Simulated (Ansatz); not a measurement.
# C3H7NO, SMILES C=C(N)OC: a comparison of dispersion corrections

Computed with Ansatz 0.2.0 through its Python package.

Notebook, run cell by cell (the value of a cell's last expression is shown):

```python
import ansatz as az
from ase import Atoms
```

```python
params = {
    "basis_set": "def2-SVP",
}

atoms = Atoms(["C", "C", "N", "O", "C", "H", "H", "H", "H", "H", "H", "H"], positions=[
    [-0.628, 0.144, -1.1748],
    [-0.3639, -0.5393, -0.1061],
    [-0.8557, -1.8115, 0.048],
    [0.5198, -0.1173, 0.9212],
    [0.94, 1.1985, 0.8883],
    [-1.3309, -0.2, -1.9529],
    [-0.2948, 1.2002, -1.345],
    [-0.9497, -2.2858, -0.8173],
    [-0.2121, -2.3098, 0.737],
    [1.5327, 1.3595, 1.8365],
    [1.5844, 1.3694, 0.0662],
    [0.1351, 1.9369, 0.9329],
])
system = az.Crystal.molecule_from_ase(atoms)
```

```python
model = system.calculation().basis(gaussian=params["basis_set"])
for name in ["revpbe", "pbe"]:
    for correction in ("d3bj", "d4"):
        summary = model.functional(name, dispersion=correction).run(threads=1).report
        print(f"{name:8s} {correction:5s} total {summary['free_energy_ev']:.5f} eV, of which dispersion {1000 * summary['dispersion']['energy']['ev']:.2f} meV")
```

    revpbe   d3bj  total -6754.43264 eV, of which dispersion -570.13 meV
    revpbe   d4    total -6754.59973 eV, of which dispersion -737.22 meV
    pbe      d3bj  total -6747.82381 eV, of which dispersion -217.71 meV
    pbe      d4    total -6747.81140 eV, of which dispersion -205.30 meV

Caveats:
- Total energies depend on the basis set; only differences at equal settings carry meaning.
- The geometry is a force-field or estimated start, not a minimum of this method, and the basis set is short of its limit. D4 holds the three-body term, and d3bj doesn't.
- Timing: 9.9 s on 1 thread of Arm Neoverse V2, with other jobs on the host, peak memory 0.2 GiB.
